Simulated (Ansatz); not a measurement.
A run of Ansatz (development build ahead of 0.2.0) on doublet OH at this shape:

```yaml
atoms:
  - { symbol: O, position_ang: [-0.0102, 0.0026, -0.1574] }
  - { symbol: H, position_ang: [0.0143, -0.0464, 0.8561] }
```

Its results:

```
Converged                       : yes
Total energy                    : -74.36488 hartree
Spin squared of the determinant : 0.754
```

Q: Which input gives this output? Name the method, the orbitals and the basis set, and write the input.

A: UHF in STO-3G.

```yaml
crystal:
  periodic: [false, false, false]
  atoms:
    - { symbol: O, position_ang: [-0.01023, 0.0026, -0.15737] }
    - { symbol: H, position_ang: [0.01429, -0.04642, 0.85607] }
basis:
  gaussian: { orbitals: STO-3G }
magnetization:
  spin_polarized: true
  initial_magnetization: 1
hamiltonian:
  xc: hf
```
